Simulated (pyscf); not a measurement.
This saddle point was located with ωB97X-D3(BJ)/def2-SVP in PySCF.

```xyz
10

C      0.0609     0.7663    -0.4157
Ge    -0.5057    -0.8958     1.0502
H      0.8935     1.1894     0.1649
H     -0.5168     1.5973    -0.8628
H      0.4340     0.1220    -1.2250
H     -0.6245    -0.5149     2.5325
H     -1.2958    -2.0873     0.4910
H      1.0080    -1.2958     0.8602
H     -1.1372     0.4825     0.1967
H     -2.0652     0.1235     0.7779
```
Charge 0, spin multiplicity 1.

Surface: singlet, charge 0. Lowest wavenumbers (cm⁻¹): 1978i, 182, 245, 387, 549.

Q: Which two sides does it connect, and which bonds change?

A: H₃C–GeH₃ + H₂ ⇌ CH₄ + GeH₄, a four-centre exchange read from left to right: C–Ge, H–H broken and C–H, Ge–H formed. At ωB97M-D3(BJ)/def2-TZVP it lies +79.4 kcal/mol from the left side and +89.9 kcal/mol from the right (each side as separated species at their lowest minima found). At the saddle there is also a short Ge–H contact that neither side keeps. This is the saddle that the search found; another between the same sides may lie lower. Elements up to Kr have no core potential and no relativistic terms here.
